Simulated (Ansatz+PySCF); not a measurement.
## doublet N₂H₄(+): levels of theory in one basis

```xyz
6

N    -0.0310    0.0000    0.6785
N     0.0310    0.0000   -0.6785
H     0.0073   -0.8807    1.1779
H     0.0073    0.8807    1.1779
H    -0.0073   -0.8807   -1.1779
H    -0.0073    0.8807   -1.1779
```

Basis set: cc-pVTZ (spherical functions). Frozen core: 2 orbitals. Correlation on ROHF uses semicanonical orbitals with singles. Charge 1, multiplicity 2.

Computed with Ansatz (development build ahead of 0.2.0); each method stands on the lowest determinant of its kind that the runs found.

```csv
method,E − E(ROHF) (eV),<S²> of the determinant
ROHF,0.00,0.75
UHF,-0.25,0.77
ROHF-MP2,-11.39,–
UHF-MP2,-11.26,0.77
```

Task: What does ROHF-CCSD(T) give on the same scale?

Result: -12.21 eV.

Caution for ROHF-MP2, UHF-MP2: MP2 on this radical cation hangs on the determinant chosen.
